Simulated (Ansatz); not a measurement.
**CH₅S radical (built from SMILES S.[CH3]): one structure at several levels**

An exercise on one series of results from a longer session: the logs are not shown, and one member is left open.

Program: Ansatz 0.2.0, Gaussian basis. Level of theory: single points in def2-TZVPP. These are calculated values, not measurements.

Cores are frozen in the correlated methods. Orbitals are unrestricted.

## Where the work starts

7 atoms, charge 0, spin multiplicity 2.

Atoms are counted from 1 here; the program's logs count them from 0.

Bond lengths: S2–H4 1.419 Å, C3–H5 1.096 Å, C3–H6 1.105 Å, C3–H7 1.132 Å. Angles: H5–C3–H6 120.9°, H5–C3–H7 110.5°, H6–C3–H7 113.8°.

Coordinates:

```xyz
7
charge 0, multiplicity 2
H    -0.04180   -0.49140   -0.13690
S     0.60200   -2.23810    0.10310
C    -0.53380    0.90220   -0.18130
H     1.78010   -1.73310    0.71270
H    -1.51400    0.81980   -0.66500
H    -0.44630    1.22660    0.87150
H     0.20920    1.39990   -0.87510
```

Set-up of the first run:

Contents of run/in.yaml:

```yaml
crystal:
  periodic: [false, false, false]
  atoms:
    - {symbol: H, position_ang: [-0.041800, -0.491400, -0.136900]}
    - {symbol: S, position_ang: [0.602000, -2.238100, 0.103100]}
    - {symbol: C, position_ang: [-0.533800, 0.902200, -0.181300]}
    - {symbol: H, position_ang: [1.780100, -1.733100, 0.712700]}
    - {symbol: H, position_ang: [-1.514000, 0.819800, -0.665000]}
    - {symbol: H, position_ang: [-0.446300, 1.226600, 0.871500]}
    - {symbol: H, position_ang: [0.209200, 1.399900, -0.875100]}
basis:
  gaussian: {orbitals: def2-TZVPP}
magnetization: {spin_polarized: true, initial_magnetization: 1}
correlation: {method: ccsd_t}
scf: {omitted_lower_state_checks: [cluster_reference]}
output: {forces: true}
```

The command line of these runs was not kept.

Among the steps run: CCSD(T)/def2-TZVPP; PBE0-D4/def2-TZVPP; wB97M-V/def2-TZVPP; r2SCAN-D4/def2-TZVPP; PBE-D4/def2-TZVPP; BLYP-D4/def2-TZVPP; SPW92/def2-TZVPP.

One of the session's tables, all rows but one given; the rest of the session is left out.

| method | RMS force component (eV/Å) | angle to CCSD(T) forces (°) | dipole (D) |
| --- | --- | --- | --- |
| CCSD(T) | 1.081 | reference | 1.55 |
| PBE0-D4 | 1.007 | 6.0 | 1.87 |
| wB97M-V | 1.078 | 2.6 | 1.73 |
| r2SCAN-D4 | 0.957 | 9.1 | 1.98 |
| PBE-D4 | ? | ? | ? |
| BLYP-D4 | 0.866 | 5.4 | 1.86 |
| SPW92 | 0.877 | 11.2 | 1.97 |

Estimate the missing values for PBE-D4.

**Answer.** RMS force component (eV/Å): 0.880; angle to CCSD(T) forces (°): 7.6; dipole (D): 1.90. In the column «RMS force component (eV/Å)» it lies between SPW92 (0.877) and r2SCAN-D4 (0.957).
